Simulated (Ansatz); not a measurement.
Diamond-structure Ge was calculated with revPBE (Ansatz, a program for electronic structure, plane waves, PAW).

Numerical settings: plane-wave cutoff 520 eV, 20×20×20 k mesh, Fermi–Dirac smearing 0.05 eV, perturbation theory, scalar-relativistic PAW data made under PBE.

Computed at the level's own relaxed cell.

```
Ge
1.0
    0.00000     2.90009     2.90009
    2.90009     0.00000     2.90009
    2.90009     2.90009     0.00000
Ge
2
Direct
  0.50000   0.50000   0.50000
  0.75000   0.75000   0.75000
```

Harmonic phonon frequencies (cm⁻¹; i marks an imaginary mode):

```tsv
q point	frequencies
Γ	…
X	75 75 219 219 244 244
L	…
```

Q: Some entries are withheld; supply them.

A: 
- Γ, frequencies: 0 0 0 270 270 270
- L, frequencies: 60 60 206 215 260 260

Measured, for comparison: zone-centre TO phonon frequency 304 cm⁻¹ (low temperature, zero-point motion not removed; as tabulated in Tanner et al. (2021), arXiv:2110.11888). Computed (rounded) less measured: zone-centre TO phonon frequency -11 %.

No imaginary mode appears at these points.

Note: the solid has no gap at this level, which affects its response.
